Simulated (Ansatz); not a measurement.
**BNH₃ (quartet): wave-function methods side by side at distance B1–H4 along a hydrogen transfer = 1.467 Å, cc-pVDZ**

One table from this session's results is given with a row withheld; the runs are named, their logs left out.

The runs use Ansatz 0.2.0, Gaussian basis; cc-pVDZ, core rule «outside noble gas», up to 2 orbitals frozen.

The runs, in order: UHF; CCSD(T) on ROHF; CCSD(T) on UHF; BCCD(T) on ROHF; CISD; CCSDT(Q) on ROHF; CCSDT(Q) on UHF; CASSCF and MRCISD+Q, 5 electrons in 5 orbitals; CASSCF and NEVPT2, 5 electrons in 5 orbitals.

15 further runs of the same task are left out: 6 for a known fault of the program, 1 for a mislabelled method, 7 that didn't finish, 1 set aside as unsound or not needed.

## The system

The geometry derives from fragments relaxed apart (PBE0/def2-TZVP) and kept rigid, so it is no stationary point. A hydrogen atom is moved between rigid fragments.

5 atoms, charge 0, spin multiplicity 4.

Atoms are counted from 1 here; the program's logs count them from 0.

Bond lengths: B1–H2 1.193 Å, B1–H3 1.193 Å, H4–N5 1.086 Å. Angles: H2–B1–H3 120.0°.

The first run:

Input file in.yaml:

```yaml
crystal:
  periodic: [false, false, false]
  atoms:
    - {symbol: B, position_ang: [-1.294283, 0.000000, 0.000000]}
    - {symbol: H, position_ang: [-1.891016, 1.033571, 0.000000]}
    - {symbol: H, position_ang: [-1.891016, -1.033571, 0.000000]}
    - {symbol: H, position_ang: [0.172717, 0.000000, 0.000000]}
    - {symbol: N, position_ang: [1.258717, 0.000000, 0.000000]}
basis:
  gaussian: {orbitals: cc-pVDZ}
magnetization: {spin_polarized: true, initial_magnetization: 3}
hamiltonian: {xc: hf}
output: {orbitals: {seedname: orbitals}}
```

Command:

```bash
> ansatz run in.yaml --threads 1 --pin off --events-out ev --progress --plain --max-ram 2393MiB
```

Steps of the session up to this table: UHF; CCSD(T) on ROHF; CCSD(T) on UHF; BCCD(T) on ROHF; CISD; CCSDT(Q) on ROHF; CCSDT(Q) on UHF; CASSCF and MRCISD+Q, 5 electrons in 5 orbitals; CASSCF and NEVPT2, 5 electrons in 5 orbitals.

One of the session's tables, all rows but one given; the rest of the session is left out.

It belongs to the step «Misses and costs». 

```
   method  from UCCSDT(Q) (meV)
     ROHF               +6531.2
      UHF               +6167.6
     RMP2               +1188.9
     UMP2               +1238.0
     CISD                +524.2
    RCCSD                     ?
    UCCSD                +137.1
 RCCSD(T)                 +29.8
 UCCSD(T)                 +28.7
  BCCD(T)                 +30.3
   RCCSDT                  +7.5
   UCCSDT                  +5.6
RCCSDT(Q)                  +1.8
UCCSDT(Q)                     0
```

Estimate the missing values for RCCSD.

As computed: from UCCSDT(Q) (meV): +144.1. In the column «from UCCSDT(Q) (meV)» it lies between UCCSD (+137.1) and CISD (+524.2).

Left out of the table: CASSCF pair, NEVPT2 pair, MRCISD pair, MRCISD+Q pair (the active space lost an orbital or holds another state than full CI finds).

Limits of these values: Restricted and unrestricted rows rest on different reference determinants; where their highest levels disagree by more than a few hundredths of an eV, they describe different states and don't form one ladder. Warnings in the runs' records: passed over end.
